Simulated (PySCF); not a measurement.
# SiC: from the state search to spectroscopic constants

One table from this session's results is given with a row withheld; the runs are named, their logs left out.

Computed with PySCF 2.14.0. Level: Si x2c-TZVPPall, C x2c-TZVPPall, spin-free X2C with a Gaussian nucleus.

Set-up of the first run:

Settings of the job:

| Property | Result |
| --- | --- |
| atoms | Si, C |
| charge | 0 |
| basis | Si x2c-TZVPPall, C x2c-TZVPPall |
| Hamiltonian | spin-free X2C with a Gaussian nucleus |
| basis functions | 73 |
| electrons treated | 20 |
| masses in u | 27.9769, 12.0000 |
| levels | PBE0, PBE, r²SCAN, B97-3, r²SCAN0, M06-2X, BLYP, ωB97X, HF, MP2, SCS-MP2, CCSD, CCSD(T) |
| grid | 80 radial by 434 angular points |
| occupations | held fixed by the projection of orbital angular momentum |
| dissociation limit | Si + C, each in its ground configuration |
| starting distance in angstrom | 1.825 |
| values of 2S to try | 0, 2, 4 |

Command:

```bash
$ OMP_NUM_THREADS=1 python dia.py task.json out
```

Among the steps run: The job; The PBE0 curve of the state that the search chose; Excited determinants; PBE (GGA); r²SCAN (meta-GGA); B97-3; r²SCAN0; M06-2X (hybrid meta-GGA); BLYP; ωB97X; ROHF (mean field); MP2 and coupled cluster.

One table of the session follows, with a row left open; its other results are not shown here.

It belongs to the step «The curves together». Energy (eV) from each level's lowest point:

```
R (Å)   ROHF  ROHF-MP2  ROHF-SCS-MP2  ROHF-CCSD  ROHF-CCSD(T)
1.474  1.087     1.383         1.368        n/a           n/a
1.543  0.418     0.634         0.623      0.624         0.683
1.611  0.085     0.211         0.204      0.203         0.240
1.663  0.000     0.053         0.050      0.049         0.068
1.714  0.023     0.000         0.000      0.000         0.000
1.765  0.127     0.030         0.033      0.032         0.013
1.834  0.360     0.171         0.175      0.168         0.124
1.920      ?         ?             ?          ?             ?
2.022  1.263     0.962         0.953      0.847         0.743
2.160  1.940     1.763         1.723        n/a           n/a
```

Q: Estimate the row for R (Å) = 1.920 from the others.

Worked estimate for «ROHF». A straight line through the neighbours (1.834, 0.360) and (2.022, 1.263) gives 0.360 + (1.263 − 0.360) × (1.920 − 1.834) / (2.022 − 1.834) = 0.773; a parabola fitted to 4 rows on both sides gives 0.766.

**Answer.** ROHF: 0.744; ROHF-MP2: 0.470; ROHF-SCS-MP2: 0.473; ROHF-CCSD: 0.439; ROHF-CCSD(T): 0.367. In «ROHF» the line misses by +0.029 and the parabola by +0.022.
